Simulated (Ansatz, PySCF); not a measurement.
Bond stretch in HF, singlet.

- UHF/cc-pVTZ (PySCF)
- RHF/cc-pVTZ (PySCF)
- UKS-CAM-B3LYP = unrestricted CAM-B3LYP/cc-pVTZ run with PySCF
- RKS-CAM-B3LYP = restricted CAM-B3LYP/cc-pVTZ run with PySCF
- UKS-BHandHLYP = unrestricted BHandHLYP/cc-pVTZ (PySCF)
- RKS-BHandHLYP = restricted BHandHLYP/cc-pVTZ in PySCF
- UKS-PBE = unrestricted PBE/cc-pVTZ run with Ansatz (a program for electronic structure)
- RKS-PBE = restricted PBE/cc-pVTZ (Ansatz)
- UKS-B3LYP/6-31G* = unrestricted B3LYP/6-31G*, spherical d in PySCF
- RKS-B3LYP/6-31G* = restricted B3LYP/6-31G*, spherical d (PySCF)
- UKS-BP86/6-31G* = unrestricted BP86/6-31G*, spherical d in PySCF 2.14.0
- RKS-BP86/6-31G* = restricted BP86/6-31G*, spherical d in PySCF 2.14.0

Scanned distances (Å): 0.74, 0.79, 0.83, 0.86, 0.89, 0.92, 0.95, 0.97, 1.02, 1.08, 1.15, 1.24, 1.39, 1.49, 1.64, 1.86, 2.03, 2.27, 2.47, 2.76, 3.22, 3.61.

### Question
Where does the unrestricted solution first break spin symmetry (<S²> of 0.01 or more)?

### Answer
UHF: between 1.24 and 1.39 Å; UKS-CAM-B3LYP: between 1.49 and 1.64 Å; UKS-BHandHLYP: between 1.39 and 1.49 Å; UKS-PBE: between 1.64 and 1.86 Å; UKS-B3LYP/6-31G*: between 1.49 and 1.64 Å; UKS-BP86/6-31G*: between 1.64 and 1.86 Å.

```json
[
 {"R / Å": "0.74", "<S²> UHF": "0.00", "E(RHF) − E(UHF) / kcal/mol": "0.0", "<S²> UKS-CAM-B3LYP": "0.00", "E(RKS-CAM-B3LYP) − E(UKS-CAM-B3LYP) / kcal/mol": "0.0", "<S²> UKS-BHandHLYP": "0.00", "E(RKS-BHandHLYP) − E(UKS-BHandHLYP) / kcal/mol": "0.0", "<S²> UKS-PBE": "0.00", "E(RKS-PBE) − E(UKS-PBE) / kcal/mol": "0.0", "<S²> UKS-B3LYP/6-31G*": "0.00", "E(RKS-B3LYP/6-31G*) − E(UKS-B3LYP/6-31G*) / kcal/mol": "0.0", "<S²> UKS-BP86/6-31G*": "0.00", "E(RKS-BP86/6-31G*) − E(UKS-BP86/6-31G*) / kcal/mol": "0.0"},
 {"R / Å": "0.79", "<S²> UHF": "0.00", "E(RHF) − E(UHF) / kcal/mol": "0.0", "<S²> UKS-CAM-B3LYP": "0.00", "E(RKS-CAM-B3LYP) − E(UKS-CAM-B3LYP) / kcal/mol": "0.0", "<S²> UKS-BHandHLYP": "0.00", "E(RKS-BHandHLYP) − E(UKS-BHandHLYP) / kcal/mol": "0.0", "<S²> UKS-PBE": "0.00", "E(RKS-PBE) − E(UKS-PBE) / kcal/mol": "0.0", "<S²> UKS-B3LYP/6-31G*": "0.00", "E(RKS-B3LYP/6-31G*) − E(UKS-B3LYP/6-31G*) / kcal/mol": "0.0", "<S²> UKS-BP86/6-31G*": "0.00", "E(RKS-BP86/6-31G*) − E(UKS-BP86/6-31G*) / kcal/mol": "0.0"},
 {"R / Å": "0.83", "<S²> UHF": "0.00", "E(RHF) − E(UHF) / kcal/mol": "0.0", "<S²> UKS-CAM-B3LYP": "0.00", "E(RKS-CAM-B3LYP) − E(UKS-CAM-B3LYP) / kcal/mol": "0.0", "<S²> UKS-BHandHLYP": "0.00", "E(RKS-BHandHLYP) − E(UKS-BHandHLYP) / kcal/mol": "0.0", "<S²> UKS-PBE": "0.00", "E(RKS-PBE) − E(UKS-PBE) / kcal/mol": "0.0", "<S²> UKS-B3LYP/6-31G*": "0.00", "E(RKS-B3LYP/6-31G*) − E(UKS-B3LYP/6-31G*) / kcal/mol": "0.0", "<S²> UKS-BP86/6-31G*": "0.00", "E(RKS-BP86/6-31G*) − E(UKS-BP86/6-31G*) / kcal/mol": "0.0"},
 {"R / Å": "0.86", "<S²> UHF": "0.00", "E(RHF) − E(UHF) / kcal/mol": "0.0", "<S²> UKS-CAM-B3LYP": "0.00", "E(RKS-CAM-B3LYP) − E(UKS-CAM-B3LYP) / kcal/mol": "0.0", "<S²> UKS-BHandHLYP": "0.00", "E(RKS-BHandHLYP) − E(UKS-BHandHLYP) / kcal/mol": "0.0", "<S²> UKS-PBE": "0.00", "E(RKS-PBE) − E(UKS-PBE) / kcal/mol": "0.0", "<S²> UKS-B3LYP/6-31G*": "0.00", "E(RKS-B3LYP/6-31G*) − E(UKS-B3LYP/6-31G*) / kcal/mol": "0.0", "<S²> UKS-BP86/6-31G*": "0.00", "E(RKS-BP86/6-31G*) − E(UKS-BP86/6-31G*) / kcal/mol": "0.0"},
 {"R / Å": "0.89", "<S²> UHF": "0.00", "E(RHF) − E(UHF) / kcal/mol": "0.0", "<S²> UKS-CAM-B3LYP": "0.00", "E(RKS-CAM-B3LYP) − E(UKS-CAM-B3LYP) / kcal/mol": "0.0", "<S²> UKS-BHandHLYP": "0.00", "E(RKS-BHandHLYP) − E(UKS-BHandHLYP) / kcal/mol": "0.0", "<S²> UKS-PBE": "0.00", "E(RKS-PBE) − E(UKS-PBE) / kcal/mol": "0.0", "<S²> UKS-B3LYP/6-31G*": "0.00", "E(RKS-B3LYP/6-31G*) − E(UKS-B3LYP/6-31G*) / kcal/mol": "0.0", "<S²> UKS-BP86/6-31G*": "0.00", "E(RKS-BP86/6-31G*) − E(UKS-BP86/6-31G*) / kcal/mol": "0.0"},
 {"R / Å": "0.92", "<S²> UHF": "0.00", "E(RHF) − E(UHF) / kcal/mol": "0.0", "<S²> UKS-CAM-B3LYP": "0.00", "E(RKS-CAM-B3LYP) − E(UKS-CAM-B3LYP) / kcal/mol": "0.0", "<S²> UKS-BHandHLYP": "0.00", "E(RKS-BHandHLYP) − E(UKS-BHandHLYP) / kcal/mol": "0.0", "<S²> UKS-PBE": "0.00", "E(RKS-PBE) − E(UKS-PBE) / kcal/mol": "0.0", "<S²> UKS-B3LYP/6-31G*": "0.00", "E(RKS-B3LYP/6-31G*) − E(UKS-B3LYP/6-31G*) / kcal/mol": "0.0", "<S²> UKS-BP86/6-31G*": "0.00", "E(RKS-BP86/6-31G*) − E(UKS-BP86/6-31G*) / kcal/mol": "0.0"},
 {"R / Å": "0.95", "<S²> UHF": "0.00", "E(RHF) − E(UHF) / kcal/mol": "0.0", "<S²> UKS-CAM-B3LYP": "0.00", "E(RKS-CAM-B3LYP) − E(UKS-CAM-B3LYP) / kcal/mol": "0.0", "<S²> UKS-BHandHLYP": "0.00", "E(RKS-BHandHLYP) − E(UKS-BHandHLYP) / kcal/mol": "0.0", "<S²> UKS-PBE": "0.00", "E(RKS-PBE) − E(UKS-PBE) / kcal/mol": "0.0", "<S²> UKS-B3LYP/6-31G*": "0.00", "E(RKS-B3LYP/6-31G*) − E(UKS-B3LYP/6-31G*) / kcal/mol": "0.0", "<S²> UKS-BP86/6-31G*": "0.00", "E(RKS-BP86/6-31G*) − E(UKS-BP86/6-31G*) / kcal/mol": "0.0"},
 {"R / Å": "0.97", "<S²> UHF": "0.00", "E(RHF) − E(UHF) / kcal/mol": "0.0", "<S²> UKS-CAM-B3LYP": "0.00", "E(RKS-CAM-B3LYP) − E(UKS-CAM-B3LYP) / kcal/mol": "0.0", "<S²> UKS-BHandHLYP": "0.00", "E(RKS-BHandHLYP) − E(UKS-BHandHLYP) / kcal/mol": "0.0", "<S²> UKS-PBE": "0.00", "E(RKS-PBE) − E(UKS-PBE) / kcal/mol": "0.0", "<S²> UKS-B3LYP/6-31G*": "0.00", "E(RKS-B3LYP/6-31G*) − E(UKS-B3LYP/6-31G*) / kcal/mol": "0.0", "<S²> UKS-BP86/6-31G*": "0.00", "E(RKS-BP86/6-31G*) − E(UKS-BP86/6-31G*) / kcal/mol": "0.0"},
 {"R / Å": "1.02", "<S²> UHF": "0.00", "E(RHF) − E(UHF) / kcal/mol": "0.0", "<S²> UKS-CAM-B3LYP": "0.00", "E(RKS-CAM-B3LYP) − E(UKS-CAM-B3LYP) / kcal/mol": "0.0", "<S²> UKS-BHandHLYP": "0.00", "E(RKS-BHandHLYP) − E(UKS-BHandHLYP) / kcal/mol": "0.0", "<S²> UKS-PBE": "0.00", "E(RKS-PBE) − E(UKS-PBE) / kcal/mol": "0.0", "<S²> UKS-B3LYP/6-31G*": "0.00", "E(RKS-B3LYP/6-31G*) − E(UKS-B3LYP/6-31G*) / kcal/mol": "0.0", "<S²> UKS-BP86/6-31G*": "0.00", "E(RKS-BP86/6-31G*) − E(UKS-BP86/6-31G*) / kcal/mol": "0.0"},
 {"R / Å": "1.08", "<S²> UHF": "0.00", "E(RHF) − E(UHF) / kcal/mol": "0.0", "<S²> UKS-CAM-B3LYP": "0.00", "E(RKS-CAM-B3LYP) − E(UKS-CAM-B3LYP) / kcal/mol": "0.0", "<S²> UKS-BHandHLYP": "0.00", "E(RKS-BHandHLYP) − E(UKS-BHandHLYP) / kcal/mol": "0.0", "<S²> UKS-PBE": "0.00", "E(RKS-PBE) − E(UKS-PBE) / kcal/mol": "0.0", "<S²> UKS-B3LYP/6-31G*": "0.00", "E(RKS-B3LYP/6-31G*) − E(UKS-B3LYP/6-31G*) / kcal/mol": "0.0", "<S²> UKS-BP86/6-31G*": "0.00", "E(RKS-BP86/6-31G*) − E(UKS-BP86/6-31G*) / kcal/mol": "0.0"},
 {"R / Å": "1.15", "<S²> UHF": "0.00", "E(RHF) − E(UHF) / kcal/mol": "0.0", "<S²> UKS-CAM-B3LYP": "0.00", "E(RKS-CAM-B3LYP) − E(UKS-CAM-B3LYP) / kcal/mol": "0.0", "<S²> UKS-BHandHLYP": "0.00", "E(RKS-BHandHLYP) − E(UKS-BHandHLYP) / kcal/mol": "0.0", "<S²> UKS-PBE": "0.00", "E(RKS-PBE) − E(UKS-PBE) / kcal/mol": "0.0", "<S²> UKS-B3LYP/6-31G*": "0.00", "E(RKS-B3LYP/6-31G*) − E(UKS-B3LYP/6-31G*) / kcal/mol": "0.0", "<S²> UKS-BP86/6-31G*": "0.00", "E(RKS-BP86/6-31G*) − E(UKS-BP86/6-31G*) / kcal/mol": "0.0"},
 {"R / Å": "1.24", "<S²> UHF": "0.00", "E(RHF) − E(UHF) / kcal/mol": "0.0", "<S²> UKS-CAM-B3LYP": "0.00", "E(RKS-CAM-B3LYP) − E(UKS-CAM-B3LYP) / kcal/mol": "0.0", "<S²> UKS-BHandHLYP": "0.00", "E(RKS-BHandHLYP) − E(UKS-BHandHLYP) / kcal/mol": "0.0", "<S²> UKS-PBE": "0.00", "E(RKS-PBE) − E(UKS-PBE) / kcal/mol": "0.0", "<S²> UKS-B3LYP/6-31G*": "0.00", "E(RKS-B3LYP/6-31G*) − E(UKS-B3LYP/6-31G*) / kcal/mol": "0.0", "<S²> UKS-BP86/6-31G*": "0.00", "E(RKS-BP86/6-31G*) − E(UKS-BP86/6-31G*) / kcal/mol": "0.0"},
 {"R / Å": "1.39", "<S²> UHF": "0.31", "E(RHF) − E(UHF) / kcal/mol": "3.0", "<S²> UKS-CAM-B3LYP": "0.00", "E(RKS-CAM-B3LYP) − E(UKS-CAM-B3LYP) / kcal/mol": "0.0", "<S²> UKS-BHandHLYP": "0.00", "E(RKS-BHandHLYP) − E(UKS-BHandHLYP) / kcal/mol": "0.0", "<S²> UKS-PBE": "0.00", "E(RKS-PBE) − E(UKS-PBE) / kcal/mol": "0.0", "<S²> UKS-B3LYP/6-31G*": "0.00", "E(RKS-B3LYP/6-31G*) − E(UKS-B3LYP/6-31G*) / kcal/mol": "0.0", "<S²> UKS-BP86/6-31G*": "0.00", "E(RKS-BP86/6-31G*) − E(UKS-BP86/6-31G*) / kcal/mol": "0.0"},
 {"R / Å": "1.49", "<S²> UHF": "0.54", "E(RHF) − E(UHF) / kcal/mol": "11.5", "<S²> UKS-CAM-B3LYP": "0.00", "E(RKS-CAM-B3LYP) − E(UKS-CAM-B3LYP) / kcal/mol": "0.0", "<S²> UKS-BHandHLYP": "0.09", "E(RKS-BHandHLYP) − E(UKS-BHandHLYP) / kcal/mol": "0.3", "<S²> UKS-PBE": "0.00", "E(RKS-PBE) − E(UKS-PBE) / kcal/mol": "0.0", "<S²> UKS-B3LYP/6-31G*": "0.00", "E(RKS-B3LYP/6-31G*) − E(UKS-B3LYP/6-31G*) / kcal/mol": "0.0", "<S²> UKS-BP86/6-31G*": "0.00", "E(RKS-BP86/6-31G*) − E(UKS-BP86/6-31G*) / kcal/mol": "0.0"},
 {"R / Å": "1.64", "<S²> UHF": "0.75", "E(RHF) − E(UHF) / kcal/mol": "28.7", "<S²> UKS-CAM-B3LYP": "0.17", "E(RKS-CAM-B3LYP) − E(UKS-CAM-B3LYP) / kcal/mol": "1.0", "<S²> UKS-BHandHLYP": "0.38", "E(RKS-BHandHLYP) − E(UKS-BHandHLYP) / kcal/mol": "5.0", "<S²> UKS-PBE": "0.00", "E(RKS-PBE) − E(UKS-PBE) / kcal/mol": "0.0", "<S²> UKS-B3LYP/6-31G*": "0.15", "E(RKS-B3LYP/6-31G*) − E(UKS-B3LYP/6-31G*) / kcal/mol": "0.7", "<S²> UKS-BP86/6-31G*": "0.00", "E(RKS-BP86/6-31G*) − E(UKS-BP86/6-31G*) / kcal/mol": "0.0"},
 {"R / Å": "1.86", "<S²> UHF": "0.89", "E(RHF) − E(UHF) / kcal/mol": "55.1", "<S²> UKS-CAM-B3LYP": "0.50", "E(RKS-CAM-B3LYP) − E(UKS-CAM-B3LYP) / kcal/mol": "8.5", "<S²> UKS-BHandHLYP": "0.67", "E(RKS-BHandHLYP) − E(UKS-BHandHLYP) / kcal/mol": "17.9", "<S²> UKS-PBE": "0.32", "E(RKS-PBE) − E(UKS-PBE) / kcal/mol": "1.9", "<S²> UKS-B3LYP/6-31G*": "0.49", "E(RKS-B3LYP/6-31G*) − E(UKS-B3LYP/6-31G*) / kcal/mol": "7.2", "<S²> UKS-BP86/6-31G*": "0.25", "E(RKS-BP86/6-31G*) − E(UKS-BP86/6-31G*) / kcal/mol": "1.1"},
 {"R / Å": "2.03", "<S²> UHF": "0.94", "E(RHF) − E(UHF) / kcal/mol": "73.8", "<S²> UKS-CAM-B3LYP": "0.67", "E(RKS-CAM-B3LYP) − E(UKS-CAM-B3LYP) / kcal/mol": "16.5", "<S²> UKS-BHandHLYP": "0.80", "E(RKS-BHandHLYP) − E(UKS-BHandHLYP) / kcal/mol": "29.1", "<S²> UKS-PBE": "0.52", "E(RKS-PBE) − E(UKS-PBE) / kcal/mol": "6.4", "<S²> UKS-B3LYP/6-31G*": "0.66", "E(RKS-B3LYP/6-31G*) − E(UKS-B3LYP/6-31G*) / kcal/mol": "14.5", "<S²> UKS-BP86/6-31G*": "0.50", "E(RKS-BP86/6-31G*) − E(UKS-BP86/6-31G*) / kcal/mol": "4.9"},
 {"R / Å": "2.27", "<S²> UHF": "0.98", "E(RHF) − E(UHF) / kcal/mol": "96.4", "<S²> UKS-CAM-B3LYP": "0.81", "E(RKS-CAM-B3LYP) − E(UKS-CAM-B3LYP) / kcal/mol": "28.3", "<S²> UKS-BHandHLYP": "0.90", "E(RKS-BHandHLYP) − E(UKS-BHandHLYP) / kcal/mol": "44.0", "<S²> UKS-PBE": "0.69", "E(RKS-PBE) − E(UKS-PBE) / kcal/mol": "13.4", "<S²> UKS-B3LYP/6-31G*": "0.80", "E(RKS-B3LYP/6-31G*) − E(UKS-B3LYP/6-31G*) / kcal/mol": "24.8", "<S²> UKS-BP86/6-31G*": "0.68", "E(RKS-BP86/6-31G*) − E(UKS-BP86/6-31G*) / kcal/mol": "11.6"},
 {"R / Å": "2.47", "<S²> UHF": "0.99", "E(RHF) − E(UHF) / kcal/mol": "112.0", "<S²> UKS-CAM-B3LYP": "0.89", "E(RKS-CAM-B3LYP) − E(UKS-CAM-B3LYP) / kcal/mol": "37.4", "<S²> UKS-BHandHLYP": "0.95", "E(RKS-BHandHLYP) − E(UKS-BHandHLYP) / kcal/mol": "54.8", "<S²> UKS-PBE": "0.76", "E(RKS-PBE) − E(UKS-PBE) / kcal/mol": "18.7", "<S²> UKS-B3LYP/6-31G*": "0.87", "E(RKS-B3LYP/6-31G*) − E(UKS-B3LYP/6-31G*) / kcal/mol": "32.4", "<S²> UKS-BP86/6-31G*": "0.77", "E(RKS-BP86/6-31G*) − E(UKS-BP86/6-31G*) / kcal/mol": "—"},
 {"R / Å": "2.76", "<S²> UHF": "1.00", "E(RHF) − E(UHF) / kcal/mol": "130.1", "<S²> UKS-CAM-B3LYP": "0.95", "E(RKS-CAM-B3LYP) − E(UKS-CAM-B3LYP) / kcal/mol": "48.9", "<S²> UKS-BHandHLYP": "0.98", "E(RKS-BHandHLYP) − E(UKS-BHandHLYP) / kcal/mol": "67.7", "<S²> UKS-PBE": "0.83", "E(RKS-PBE) − E(UKS-PBE) / kcal/mol": "24.7", "<S²> UKS-B3LYP/6-31G*": "0.93", "E(RKS-B3LYP/6-31G*) − E(UKS-B3LYP/6-31G*) / kcal/mol": "41.6", "<S²> UKS-BP86/6-31G*": "0.85", "E(RKS-BP86/6-31G*) − E(UKS-BP86/6-31G*) / kcal/mol": "—"},
 {"R / Å": "3.22", "<S²> UHF": "1.00", "E(RHF) − E(UHF) / kcal/mol": "150.5", "<S²> UKS-CAM-B3LYP": "0.99", "E(RKS-CAM-B3LYP) − E(UKS-CAM-B3LYP) / kcal/mol": "62.6", "<S²> UKS-BHandHLYP": "1.00", "E(RKS-BHandHLYP) − E(UKS-BHandHLYP) / kcal/mol": "82.0", "<S²> UKS-PBE": "0.88", "E(RKS-PBE) − E(UKS-PBE) / kcal/mol": "30.9", "<S²> UKS-B3LYP/6-31G*": "0.98", "E(RKS-B3LYP/6-31G*) − E(UKS-B3LYP/6-31G*) / kcal/mol": "51.9", "<S²> UKS-BP86/6-31G*": "0.90", "E(RKS-BP86/6-31G*) − E(UKS-BP86/6-31G*) / kcal/mol": "—"},
 {"R / Å": "3.61", "<S²> UHF": "1.00", "E(RHF) − E(UHF) / kcal/mol": "162.2", "<S²> UKS-CAM-B3LYP": "1.00", "E(RKS-CAM-B3LYP) − E(UKS-CAM-B3LYP) / kcal/mol": "70.7", "<S²> UKS-BHandHLYP": "1.00", "E(RKS-BHandHLYP) − E(UKS-BHandHLYP) / kcal/mol": "89.9", "<S²> UKS-PBE": "0.90", "E(RKS-PBE) − E(UKS-PBE) / kcal/mol": "34.0", "<S²> UKS-B3LYP/6-31G*": "1.00", "E(RKS-B3LYP/6-31G*) − E(UKS-B3LYP/6-31G*) / kcal/mol": "57.3", "<S²> UKS-BP86/6-31G*": "0.93", "E(RKS-BP86/6-31G*) − E(UKS-BP86/6-31G*) / kcal/mol": "—"}
]
```

Dashes: no converged value, or the column stops at the first point that the program doubted or that broke a chosen test of continuity, which isn't proof of a fault.
